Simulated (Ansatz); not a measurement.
**BSiH₂ (quartet): the correlation ladder at scale of all distances = 1.000, 6-31G**

Aim: climb from Hartree-Fock through coupled cluster and multireference methods for BSiH₂ (quartet) at one geometry and basis, and see what each rung misses.

Computed with Ansatz 0.2.0, Gaussian basis. Level: 6-31G, core rule «outside noble gas», up to 6 orbitals frozen.

Plan: UHF; CCSD(T) on ROHF; CCSD(T) on UHF; BCCD(T) on ROHF; CISD; CCSDT(Q) on ROHF; CCSDT(Q) on UHF; CASSCF and MRCISD+Q, 5 electrons in 5 orbitals; CASSCF and NEVPT2, 5 electrons in 5 orbitals; CASSCF and MRCISD+Q, 9 electrons in 10 orbitals; CASSCF and NEVPT2, 9 electrons in 10 orbitals; Full CI.

12 further runs of the same task are left out: 10 that didn't finish, 2 set aside as unsound or not needed.

## (1) The geometry

The geometry derives from a PBE0/def2-TZVP stationary point (not a proven minimum). All distances are scaled together.

4 atoms, charge 0, spin multiplicity 4.

Atoms are counted from 1 here; the program's logs count them from 0.

Bond lengths: Si1–B2 1.993 Å, B2–H3 1.191 Å, B2–H4 1.191 Å. Angles: Si1–B2–H3 115.4°, Si1–B2–H4 115.4°, H3–B2–H4 129.2°.

As a file:

```xyz
4

Si    0.0000    0.0000    0.6500
B     0.0000    0.0000   -1.3428
H     0.0000   -1.0760   -1.8539
H     0.0000    1.0760   -1.8539
```

## (2) UHF

File in.yaml:

```yaml
crystal:
  periodic: [false, false, false]
  atoms:
    - {symbol: Si, position_ang: [0.000000, 0.000000, 0.649966]}
    - {symbol: B, position_ang: [0.000000, 0.000000, -1.342837]}
    - {symbol: H, position_ang: [0.000000, -1.075954, -1.853888]}
    - {symbol: H, position_ang: [0.000000, 1.075954, -1.853888]}
basis:
  gaussian: {orbitals: 6-31G}
magnetization: {spin_polarized: true, initial_magnetization: 3}
hamiltonian: {xc: hf}
output: {orbitals: {seedname: orbitals}}
```

Command:

```console
$ ansatz run in.yaml --threads 1 --pin off --events-out ev --progress --plain --max-ram 2393MiB
```

The runs that follow: CCSD(T) on ROHF; CCSD(T) on UHF; BCCD(T) on ROHF; CISD; CCSDT(Q) on ROHF; CCSDT(Q) on UHF; CASSCF and MRCISD+Q, 5 electrons in 5 orbitals; CASSCF and NEVPT2, 5 electrons in 5 orbitals; CASSCF and MRCISD+Q, 9 electrons in 10 orbitals; CASSCF and NEVPT2, 9 electrons in 10 orbitals; Full CI.

Before running them: what should the planned runs give, taken together? Wanted: FCI below the RHF energy; RMP2 from FCI; UMP2 from FCI; RCCSD from FCI; RCCSD(T) from FCI; UCCSD(T) from FCI; RCCSDT(Q) from FCI; UCCSDT(Q) from FCI; MRCISD+Q pair from FCI.

The runs gave:

| quantity | value |
| --- | --- |
| FCI below the RHF energy | -2.7237 eV |
| RMP2 from FCI | +745.8 meV |
| UMP2 from FCI | +744.8 meV |
| RCCSD from FCI | +92.4 meV |
| RCCSD(T) from FCI | +25.1 meV |
| UCCSD(T) from FCI | +24.8 meV |
| RCCSDT(Q) from FCI | +0.7 meV |
| UCCSDT(Q) from FCI | +0.3 meV |
| MRCISD+Q pair from FCI | +27.4 meV |
| NEVPT2 valence from FCI | +274.1 meV |
| MRCISD+Q valence from FCI | +13.9 meV |
| levels within 1 kcal/mol (43 meV) | RCCSD(T), UCCSD(T), BCCD(T), RCCSDT, UCCSDT, RCCSDT(Q), UCCSDT(Q), MRCISD+Q pair, MRCISD valence, MRCISD+Q valence |
| T1 diagnostic | 0.036 |
| effectively unpaired electrons | 3.03 |

In words: RCCSD(T) lands +25.1 meV from the yardstick (0.9 % of the correlation energy). One determinant dominates. Of the multireference levels listed MRCISD+Q valence comes nearest in total energy (+13.9 meV), which doesn't show that its space is the better one. These misses are within one basis, not against nature; the frozen cores of restricted and unrestricted runs differ, which can shift their rows.
